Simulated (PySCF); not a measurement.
PySCF run on MgH

Input:

```python
from pyscf import gto, dft

mol = gto.M(
    atom='Mg 0 0 0; H 0 0 1.675',
    basis='jorge-tzp-dkh',
    charge=0,
    spin=1,
    verbose=4,
)
mf = dft.UKS(mol, xc='b3lyp')
mf = mf.sfx2c1e()
mf.kernel()
mf.stability(internal=True, external=True)
mf.dip_moment()
print('orbital energies (hartree):', [e[max(0, n-3):n+3].round(4) for e, n in zip(mf.mo_energy, mol.nelec)])
```

```bash
$ OMP_NUM_THREADS=1 python input.py
```

It prints (some set-up lines and the per-cycle HOMO/LUMO lines with their warnings removed):

```
PySCF version 2.14.0

[INPUT] verbose = 4
[INPUT] num. atoms = 2
[INPUT] num. electrons = 13
[INPUT] charge = 0
[INPUT] spin (= nelec alpha-beta = 2S) = 1
[INPUT] symmetry False subgroup None
[INPUT] Mole.unit = angstrom
[INPUT] Symbol           X                Y                Z      unit          X                Y                Z       unit  Magmom
[INPUT]  1 Mg     0.000000000000   0.000000000000   0.000000000000 AA    0.000000000000   0.000000000000   0.000000000000 Bohr   0.0
[INPUT]  2 H      0.000000000000   0.000000000000   1.675000000000 AA    0.000000000000   0.000000000000   3.165291258646 Bohr   0.0

nuclear repulsion = 3.79112031703881
number of shells = 22
number of NR pGTOs = 76
number of NR cGTOs = 54
basis = jorge-tzp-dkh
ecp = {}

******** <class 'pyscf.x2c.sfx2c1e.sfX2C1eUKS'> ********
method = sfX2C1eUKS
initial guess = minao
damping factor = 0
level_shift factor = 0
DIIS = <class 'pyscf.scf.diis.CDIIS'>
diis_start_cycle = 1
diis_space = 8
diis_damp = 0
SCF conv_tol = 1e-09
SCF conv_tol_grad = None
SCF max_cycles = 50
direct_scf = True
direct_scf_tol = 1e-13
number electrons alpha = 7  beta = 6
XC library pyscf.dft.libxc version 7.0.0
    S. Lehtola, C. Steigemann, M. J.T. Oliveira, and M. A.L. Marques.,  SoftwareX 7, 1–5 (2018)
XC functionals = b3lyp
    P. J. Stephens, F. J. Devlin, C. F. Chabalowski, and M. J. Frisch.,  J. Phys. Chem. 98, 11623 (1994)
radial grids:
    Treutler-Ahlrichs [JCP 102, 346 (1995); DOI:10.1063/1.469408] (M4) radial grids

becke partition: Becke, JCP 88, 2547 (1988); DOI:10.1063/1.454033
pruning grids: <function nwchem_prune>
grids dens level: 3
symmetrized grids: False
atomic radii adjust function: <function treutler_atomic_radii_adjust>
small_rho_cutoff = 0

******** <class 'pyscf.x2c.sfx2c1e.SpinFreeX2CHelper'> ********
approx = 1e
xuncontract = 1
Set gradient conv threshold to 3.16228e-05
tot grids = 28392
init E= -200.907648094188

cycle= 1 E= -200.94612589222  delta_E= -0.0385  |g|= 0.11  |ddm|= 0.894
cycle= 2 E= -200.95290022152  delta_E= -0.00677  |g|= 0.0767  |ddm|= 0.442
cycle= 3 E= -200.959467865299  delta_E= -0.00657  |g|= 0.00599  |ddm|= 0.136
cycle= 4 E= -200.959548171617  delta_E= -8.03e-05  |g|= 0.000573  |ddm|= 0.026
cycle= 5 E= -200.959549216535  delta_E= -1.04e-06  |g|= 0.000184  |ddm|= 0.00241
cycle= 6 E= -200.959549280242  delta_E= -6.37e-08  |g|= 7.35e-05  |ddm|= 0.000419
cycle= 7 E= -200.95954929289  delta_E= -1.26e-08  |g|= 3.27e-05  |ddm|= 0.00022
cycle= 8 E= -200.959549295884  delta_E= -2.99e-09  |g|= 3.7e-06  |ddm|= 0.000146
cycle= 9 E= -200.959549295916  delta_E= -3.16e-11  |g|= 3.56e-07  |ddm|= 1.98e-05
Extra cycle  E= -200.959549295916  delta_E= 8.53e-14  |g|= 1.48e-07  |ddm|= 1.18e-06
converged SCF energy = -200.959549295916  <S^2> = 0.75396408  2S+1 = 2.0039602
uhf_internal: lowest eigs of H = [0.18203274 0.18203526 0.25406313]
<class 'pyscf.x2c.sfx2c1e.sfX2C1eUKS'> wavefunction is stable in the internal stability analysis
uhf_real2complex: lowest eigs of H = [0.09082092 0.09083241 0.14615194]
<class 'pyscf.x2c.sfx2c1e.sfX2C1eUKS'> wavefunction is stable in the real -> complex stability analysis
uhf_external: lowest eigs of H = [-0.18178225 -0.04444896 -0.04360383]
Dipole moment(X, Y, Z, Debye):  0.00000,  0.00000, -1.22784
orbital energies (hartree): [array([-1.8562, -0.2989, -0.1719, -0.0418, -0.0418,  0.03  ]), array([-1.8579, -1.8514, -0.2741, -0.0864, -0.0285, -0.0285])]
```

In short: E(SCF) = -200.959549 Eh, 9 cycles, ⟨S²⟩ = 0.754, μz(SCF) = -1.23 D, internal stable; real -> complex stable.

Hardware: Intel Xeon Platinum 8259CL @ 2.50GHz, 1 thread, shared host. Wall time 16 s, peak memory 0.24 GiB.

The bond length is a typed value, not an optimised one. No search for the lowest solution was made.
